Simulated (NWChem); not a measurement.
# C5H10 (1-pentene): levels of theory compared

Wanted: a comparison of 3 runs (B2PLYP/6-31G*, B3LYP/6-31G*, wB97X/6-31G*) of C5H10 (1-pentene). 

The results are computed with NWChem 7.3.0.

**1. Starting point**

C5H10 has 15 atoms, charge 0, and is taken as a singlet. As SMILES, `C=CCCC`. Geometry: relaxed at PBE0-D4/def2-TZVP. This is one conformer, not always the lowest.

Bond lengths: C1–C2 1.326 Å, C2–C3 1.492 Å, C3–C4 1.529 Å, C4–C5 1.519 Å, C1–H6 1.084 Å, C1–H7 1.086 Å, C2–H8 1.090 Å, C3–H9 1.097 Å, C3–H10 1.095 Å, C4–H11 1.095 Å, C4–H12 1.096 Å, C5–H13 1.094 Å, C5–H14 1.092 Å, C5–H15 1.092 Å. Some angles: C1–C2–C3 125.5°, C2–C3–C4 113.0°, C3–C4–C5 113.2°, C1–C2–H8 118.8°, C3–C2–H8 115.7°, C2–C1–H6 121.7°, C2–C1–H7 121.3°, C2–C3–H9 108.9°, C2–C3–H10 109.6°, C4–C3–H9 108.6°.

**2. A single-point energy at B2PLYP/6-31G(d) (spherical functions) (run 1)**

calc.xyz

```xyz
15

C     -0.465800     1.494900     1.641300
C     -0.106700     0.249500     1.363600
C      0.933300    -0.151100     0.371600
C      0.382800    -1.036500    -0.747200
C     -0.616700    -0.321100    -1.638900
H     -1.232300     1.716600     2.374900
H      0.000400     2.340800     1.144800
H     -0.605200    -0.569000     1.882700
H      1.728400    -0.698400     0.892300
H      1.394800     0.744600    -0.058300
H      1.219900    -1.402800    -1.349900
H     -0.084500    -1.923400    -0.303900
H     -0.157700     0.545800    -2.123100
H     -1.472200     0.041100    -1.064100
H     -0.992400    -0.981000    -2.424100
```

calc.nw

```
start calc
memory stack 880 mb heap 220 mb global 1100 mb

geometry noautosym nocenter noautoz
  load format xyz calc.xyz
end

basis spherical bse
  * library 6-31G*
end

dft
  xc hfexch 0.53 becke88 0.47 lyp 0.73 mp2 0.27
  dftmp2 semidirect
  mult 1
  grid fine
  convergence energy 1e-08
  maxiter 100
  mulliken
  print medium
end

mp2
  freeze core 5
end

task dft energy
```

Launch:

```sh
$ nwchem calc.nw > calc.out
```

Output:

```text
[...]
          Wavefunction type:  closed shell.
          No. of atoms     :    15
          No. of electrons :    40
[...]
          Charge           :     0
          Spin multiplicity:     1
[...]
          AO basis - number of functions:    90
[...]
              XC Information
              --------------
                     Hartree-Fock (Exact) Exchange  0.530
                    Becke 1988 Exchange Functional  0.470
              Lee-Yang-Parr Correlation Functional  0.730
[...]
 d= 0,ls=0.0,diis     1   -196.0052665181 -3.70D+02  4.91D-03  2.92D-01     3.2
[...]
 d= 0,ls=0.0,diis     8   -196.0522781505 -2.35D-09  7.83D-07  1.08D-08    21.2
         Total DFT energy =     -196.052278150528
      One electron energy =     -607.166615573965
           Coulomb energy =      267.438075734511
    Exchange-Corr. energy =      -30.435281489182
 Nuclear repulsion energy =      174.111543178107
[...]
      Total Density - Mulliken Population Analysis
     ---------------------------------------------
    Atom       Charge   Shell Charges
 -----------   ------   -------------------------------------------------------
    1 C    6     6.37   2.00  0.68  2.03  0.58  1.05  0.04
    2 C    6     6.07   2.00  0.69  2.02  0.49  0.83  0.04
    3 C    6     6.32   2.00  0.66  2.09  0.61  0.92  0.05
    4 C    6     6.28   2.00  0.66  2.08  0.60  0.90  0.05
    5 C    6     6.46   2.00  0.66  2.10  0.64  1.02  0.04
    6 H    1     0.85   0.53  0.32
    7 H    1     0.85   0.53  0.32
    8 H    1     0.86   0.53  0.32
    9 H    1     0.85   0.53  0.32
   10 H    1     0.85   0.53  0.32
[...]
  Basis functions       =     90
[...]
```

It took 24 s on 1 thread of Intel Xeon Platinum 8488C (Sapphire Rapids), shared host; peak memory 0.27 GiB.

**3. Energy and gradient at B3LYP/6-31G(d) (spherical functions) (run 2)**

test.xyz

```xyz
15
C5H10 gradient
C     -0.465800     1.494900     1.641300
C     -0.106700     0.249500     1.363600
C      0.933300    -0.151100     0.371600
C      0.382800    -1.036500    -0.747200
C     -0.616700    -0.321100    -1.638900
H     -1.232300     1.716600     2.374900
H      0.000400     2.340800     1.144800
H     -0.605200    -0.569000     1.882700
H      1.728400    -0.698400     0.892300
H      1.394800     0.744600    -0.058300
H      1.219900    -1.402800    -1.349900
H     -0.084500    -1.923400    -0.303900
H     -0.157700     0.545800    -2.123100
H     -1.472200     0.041100    -1.064100
H     -0.992400    -0.981000    -2.424100
```

run.py

```python
from ase.io import read
from ase.calculators.nwchem import NWChem

system = read('test.xyz')

calc = NWChem(
    label='test',
    theory='dft',
    memory='2200 mb',
    basis='6-31G*',
    basispar='spherical bse',
    dft={'xc': 'b3lyp', 'mult': '1', 'grid': 'fine', 'convergence': 'energy 1e-08', 'iterations': '100', 'mulliken': None},
)
system.calc = calc

forces = system.get_forces()
e = system.get_potential_energy()
print(f"E = {e:.6f} eV")
print("forces (eV/A):")
for s, f in zip(system.symbols, forces):
    print(f"{s:2s} {f[0]:10.5f} {f[1]:10.5f} {f[2]:10.5f}")
print("dipole (e A):", system.get_dipole_moment().round(4))
```

Launch:

```sh
$ export ASE_NWCHEM_COMMAND="nwchem PREFIX.nwi > PREFIX.nwo"
$ python run.py
```

Output:

```text
E = -5347.863607 eV
forces (eV/A):
C    -0.11657    0.37533    0.09678
C    -0.07405   -0.27819    0.12897
C     0.22831    0.03409    0.05086
C     0.08829   -0.22312   -0.05543
C    -0.16969    0.07801   -0.15236
H    -0.07220    0.06921    0.06721
H     0.01363    0.10027   -0.01239
H    -0.03224   -0.08258    0.04386
H     0.12064   -0.05903    0.04319
H     0.07137    0.07724   -0.04427
H     0.08834   -0.05420   -0.07461
H    -0.04556   -0.10588    0.03476
H     0.03949    0.09770   -0.06788
H    -0.08963    0.03934    0.04319
H    -0.05014   -0.06808   -0.10187
dipole (e A): [ 0.0299 -0.0589 -0.0212]
```

The calculator wrote test.nwi:

```
title "test"

permanent_dir test

scratch_dir test

start test

geometry units angstrom nocenter noautosym noautoz
  C  -4.6579999999999999e-01 1.4948999999999999e+00 1.6413000000000000e+00
  C  -1.0670000000000000e-01 2.4950000000000000e-01 1.3635999999999999e+00
  C  9.3330000000000002e-01 -1.5110000000000001e-01 3.7159999999999999e-01
  C  3.8279999999999997e-01 -1.0365000000000000e+00 -7.4719999999999998e-01
  C  -6.1670000000000003e-01 -3.2110000000000000e-01 -1.6389000000000000e+00
  H  -1.2323000000000000e+00 1.7165999999999999e+00 2.3748999999999998e+00
  H  4.0000000000000002e-04 2.3408000000000002e+00 1.1448000000000000e+00
  H  -6.0519999999999996e-01 -5.6899999999999995e-01 1.8827000000000000e+00
  H  1.7283999999999999e+00 -6.9840000000000002e-01 8.9229999999999998e-01
  H  1.3948000000000000e+00 7.4460000000000004e-01 -5.8299999999999998e-02
  H  1.2199000000000000e+00 -1.4028000000000000e+00 -1.3499000000000001e+00
  H  -8.4500000000000006e-02 -1.9234000000000000e+00 -3.0390000000000000e-01
  H  -1.5770000000000001e-01 5.4579999999999995e-01 -2.1231000000000000e+00
  H  -1.4722000000000000e+00 4.1099999999999998e-02 -1.0641000000000000e+00
  H  -9.9239999999999995e-01 -9.8099999999999998e-01 -2.4241000000000001e+00
end

memory 2200 mb

basis spherical bse noprint
   * library 6-31G*
end

dft
  xc b3lyp
  mult 1
  grid fine
  convergence energy 1e-08
  iterations 100
  mulliken
end

task dft gradient
```

test.nwo:

```text
Northwest Computational Chemistry Package (NWChem) 7.3.0
             --------------------------------------------------------

           Job information
           ---------------

    nwchem branch   = 7.3.0
    use scalapack   = T
    input           = test.nwi
    prefix          = test.
    data base       = test/test.db
    status          = startup
    nproc           =        1

           Memory information
           ------------------

[... 5 lines left out ...]
    hardfail = no
[... 114 lines left out ...]
  convergence criterion.
[... 41 lines left out ...]
          Spatial weights used:  Erf1
[... 32 lines left out ...]
 1-e energy   =    -602.144940
[... 58 lines left out ...]
           Coulomb energy =      267.691826824304
[... 705 lines left out ...]
          Convergence on density requested:  1.00D-05
[... 27 lines left out ...]
          total energy or number of iterations.
[... 36 lines left out ...]
                 ----------------------------------------
                 |  Time  |  1-e(secs)   |  2-e(secs)   |
                 ----------------------------------------
                 |  CPU   |       0.01   |       1.96   |
                 ----------------------------------------
                 |  WALL  |       0.01   |       1.96   |
                 ----------------------------------------

 Task  times  cpu:       26.5s     wall:       26.5s
 Total times  cpu:       26.6s     wall:       26.6s
```

Wall time 28 s (1 thread of Intel Xeon Platinum 8488C (Sapphire Rapids), shared host); peak memory 0.12 GiB.

**4. Energy and gradient at wB97X/6-31G(d) (spherical functions) (run 3)**

job.nw

```
start job
title "C5H10 gradient"
memory total 2200 mb
charge 0
geometry noautosym nocenter noautoz
  C       -0.465800       1.494900       1.641300
  C       -0.106700       0.249500       1.363600
  C        0.933300      -0.151100       0.371600
  C        0.382800      -1.036500      -0.747200
  C       -0.616700      -0.321100      -1.638900
  H       -1.232300       1.716600       2.374900
  H        0.000400       2.340800       1.144800
  H       -0.605200      -0.569000       1.882700
  H        1.728400      -0.698400       0.892300
  H        1.394800       0.744600      -0.058300
  H        1.219900      -1.402800      -1.349900
  H       -0.084500      -1.923400      -0.303900
  H       -0.157700       0.545800      -2.123100
  H       -1.472200       0.041100      -1.064100
  H       -0.992400      -0.981000      -2.424100
end
basis "ao basis" spherical bse
  * library 6-31G*
end
dft
  xc wb97x
  grid fine
  convergence energy 1e-08
  maxiter 100
  mulliken
  noprint "final vectors analysis"
end
task dft gradient
```

Launch:

```sh
$ nwchem job.nw > job.out
```

Output:

```text
[...]
          Wavefunction type:  closed shell.
          No. of atoms     :    15
          No. of electrons :    40
[...]
          Charge           :     0
          Spin multiplicity:     1
[...]
          AO basis - number of functions:    90
[...]
              XC Information
              --------------
                       wb97x  Method XC Functional
                     Hartree-Fock (Exact) Exchange  1.000
                         wb97x Exchange Functional  1.000
                      wb97x Correlation Functional  1.000
[...]
 d= 0,ls=0.0,diis     1   -196.4288388804 -3.71D+02  4.75D-03  3.27D-01     6.9
[...]
 d= 0,ls=0.0,diis     8   -196.4733722176 -7.02D-09  9.04D-07  1.03D-08    55.8
         Total DFT energy =     -196.473372217569
      One electron energy =     -607.316906926847
           Coulomb energy =      267.572470184246
    Exchange-Corr. energy =      -30.840478653074
 Nuclear repulsion energy =      174.111543178107
[...]
      Total Density - Mulliken Population Analysis
     ---------------------------------------------
    Atom       Charge   Shell Charges
 -----------   ------   -------------------------------------------------------
    1 C    6     6.37   2.00  0.67  2.05  0.58  1.04  0.03
    2 C    6     6.07   2.00  0.68  2.03  0.49  0.83  0.04
    3 C    6     6.33   2.00  0.65  2.11  0.59  0.93  0.04
    4 C    6     6.29   2.00  0.65  2.10  0.59  0.92  0.04
    5 C    6     6.47   2.00  0.65  2.12  0.63  1.04  0.04
    6 H    1     0.84   0.53  0.32
    7 H    1     0.85   0.52  0.32
    8 H    1     0.85   0.53  0.33
    9 H    1     0.84   0.52  0.32
   10 H    1     0.85   0.52  0.33
[...]
  wavefunction    = closed shell
[...]
```

Run time: 80 s. Hardware: 1 thread of Intel Xeon Platinum 8488C (Sapphire Rapids), shared host; peak memory 0.12 GiB.

**5. Overview of the runs**

| run | level | task | frozen core orbitals | energy (Eh) | dipole moment (D) | HOMO energy (eV) | LUMO energy (eV) | wall time |
| --- | --- | --- | --- | --- | --- | --- | --- | --- |
| 1 | B2PLYP/6-31G* (spherical functions) | energy | 5 | -196.264194 | 0.31 | -8.00 | 2.52 | 24 s |
| 2 | B3LYP/6-31G* (spherical functions) | gradient | – | -196.530364 | 0.33 | -6.81 | 0.74 | 28 s |
| 3 | wB97X/6-31G* (spherical functions) | gradient | – | -196.473372 | 0.32 | – | – | 80 s |

**6. Outcome**

```
                       quantity          value
            run 3: total energy  -196.47337 Eh
           run 3: dipole moment         0.32 D
run 3: largest force on an atom     0.219 eV/Å
```

The dipole moment (its size) runs from 0.31 D (B2PLYP/6-31G*) to 0.33 D (B3LYP/6-31G*). A double hybrid's value is that of its SCF part. Totals of different functionals can't be ranked against each other. All runs together took 2.2 min, the longest 80 s.
